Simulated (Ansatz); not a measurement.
A made-up structure of CH5Si2 (charge -1), singlet:

```xyz
8
angstrom
C -0.1583 0.8695 -0.7615
Si -1.6891 0.9793 -1.5350
Si 0.6743 -0.6546 0.8222
H -2.5704 -0.0504 -1.1114
H 0.6131 1.5660 -0.9696
H 1.1036 -0.0856 2.1513
H 1.8758 -1.4693 0.4134
H -0.3668 -1.6747 1.1717
```

It is relaxed with PBE-D4/def2-SVPD and then PBE0-D4/def2-TZVPD (Ansatz 0.2.0). Atoms count as bonded within 1.22 times the sum of their covalent radii (H–H: 0.88 Å). The end point is not checked to be a true minimum.

Task: Does its bonding change? (A judgement: the text doesn't fix the answer.)

Result: The calculation gives: Yes. Formed: C1–Si3; broken: none.

Where it ends: The first stage lowers the energy by 1.53 eV in 7 steps. It ends as CH₅Si₂ ([SiH][CH][SiH3]), total charge -1:
```
8
angstrom
C 0.0072 0.7412 -0.5866
Si -1.5540 0.8973 -1.4080
Si 0.5007 -0.5063 0.6264
H -2.2837 -0.3150 -0.7702
H 0.7669 1.4861 -0.8396
H 0.9289 0.0219 1.9804
H 1.6999 -1.3534 0.2524
H -0.5840 -1.4917 0.9265
```

Labels in which every atom is bracketed show which atoms are joined, not bond orders.

For scale, one of the runs: PBE0-D4/def2-TZVPD relaxation, 168 basis functions, launched by `ansatz run in.yaml --threads 2 --pin off --events-out ev --progress --plain --max-ram 4352MiB`. The run took about 25 s on 2 CPU threads of an Arm Neoverse V1 (shared host).
